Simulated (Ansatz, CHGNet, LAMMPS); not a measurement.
Rock-salt NaF: properties by level of theory

Reference values: elastic constant C11 108 GPa (measured, 4 K, zero-point motion not removed; as tabulated in X. Wang et al., RSC Advances (2016)); elastic constant C44 29.0 GPa (measured, 4 K, zero-point motion not removed; as tabulated in X. Wang et al., RSC Advances (2016)).

```csv
level (code),elastic constant C11 (GPa),elastic constant C44 (GPa)
"ionic model joung2008 (rigid ions, set for SPC/E water, LAMMPS)",181,25.8
CHGNet 0.3.0,95.9,22.1
HSE06 (Ansatz),?,28.8
LC-ωPBE (Ansatz),?,28.1
r²SCAN0 (Ansatz),123,30.0
```

Question: Fill in the missing entries.

Answer: 
- HSE06 (Ansatz, a quantum-chemistry and plane-wave program), elastic constant C11 (GPa): 101
- LC-ωPBE (Ansatz), elastic constant C11 (GPa): 98.3

Differences from the reference values (errors of the level alone only where the reference is corrected to a static lattice):

| level | elastic constant C11 (%) | elastic constant C44 (%) |
|---|---|---|
| ionic model joung2008 | +68 | -11.0 |
| CHGNet 0.3.0 | -11.2 | -24 |
| HSE06 | -6.5 | -0.7 |
| LC-ωPBE | -9.0 | -3.1 |
| r²SCAN0 | +13.9 | +3.4 |

Nearest: elastic constant C11, HSE06 or LC-ωPBE; elastic constant C44, HSE06 or LC-ωPBE or r²SCAN0. Empirical potentials aren't ranked on values they can be fitted to.

Empirical potentials (ionic model joung2008) are fitted to chosen data: where that held the value shown, agreement is built in, and what lay outside the fit can be far off. Machine-learned potentials (CHGNet 0.3.0) are trained on DFT data: a solid inside that data is no test of them.

Ansatz's density-functional and Hartree–Fock values are scalar-relativistic unless marked +SOC, with PAW data made under PBE.

Unless a cell is named, each level is at its own relaxed cell (ionic model joung2008 14.33, CHGNet 0.3.0 12.99, HSE06 12.47, LC-ωPBE 12.63, r²SCAN0 11.89 Å³/atom).

Differences are worked out from the printed values.

Static lattice: no zero-point or thermal effects.
